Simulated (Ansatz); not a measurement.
## Which is lower?

Two relaxed structures of AlBSiH2, closed shell (PBE0-D4/def2-TZVP; forces vanish, vibrations not checked).

A:

```json
{"atom": "B1", "x (Å)": "0.2926", "y (Å)": "-0.0069", "z (Å)": "1.1254"}
{"atom": "Si2", "x (Å)": "-0.8501", "y (Å)": "-1.3886", "z (Å)": "0.7846"}
{"atom": "Al3", "x (Å)": "-0.3164", "y (Å)": "-0.0716", "z (Å)": "-0.9897"}
{"atom": "H4", "x (Å)": "-0.1654", "y (Å)": "0.6189", "z (Å)": "-2.4065"}
{"atom": "H5", "x (Å)": "1.0393", "y (Å)": "0.8482", "z (Å)": "1.4861"}
```

B:

| atom | x (Å) | y (Å) | z (Å) |
| --- | --- | --- | --- |
| B1 | 0.3205 | 0.1076 | 0.9015 |
| Si2 | -0.4102 | -0.2175 | -0.9240 |
| Al3 | -0.9165 | -1.4897 | 0.8249 |
| H4 | -0.0591 | 0.6520 | -2.1000 |
| H5 | 1.0496 | 0.8764 | 1.4439 |

Computed with Ansatz 0.2.0 (basis: def2-TZVPP); correlated methods freeze the cores. B3LYP uses VWN-RPA correlation.

Problem. Which structure is lower at CCSD(T), and by how much? (To be estimated.)

Solution. By the calculation: A, by 0.731 eV (electronic energy, against the other). By their contacts, A is AlBSiH₂ ([BH]1[AlH][Si]1) and B is AlBSiH₂ ([BH]1[Al][SiH]1).

All methods give the same order:

```tsv
method	E(B) − E(A) (eV)
PBE-D4	0.634
r2SCAN-D4	0.726
PBE0-D4	0.723
B3LYP-D4	0.735
wB97M-V	0.860
HF	1.020
MP2	0.801
CCSD	0.804
CCSD(T)	0.731
```

No T1 diagnostic of these runs exceeds 0.023. The restricted Hartree–Fock reference is unstable towards an unrestricted one at one or more of these structures.

Labels in which every atom is bracketed show which atoms are joined, not bond orders.

For scale, one of the runs: CCSD(T)/def2-TZVPP, 143 basis functions, launched by `ansatz run in.yaml --threads 2 --pin off --events-out ev --progress --plain --max-ram 4352MiB`. Time: 8.5 s of wall clock on 2 CPU threads of an Arm Neoverse V1; the host was shared. Peak host memory: 0.72 GiB.
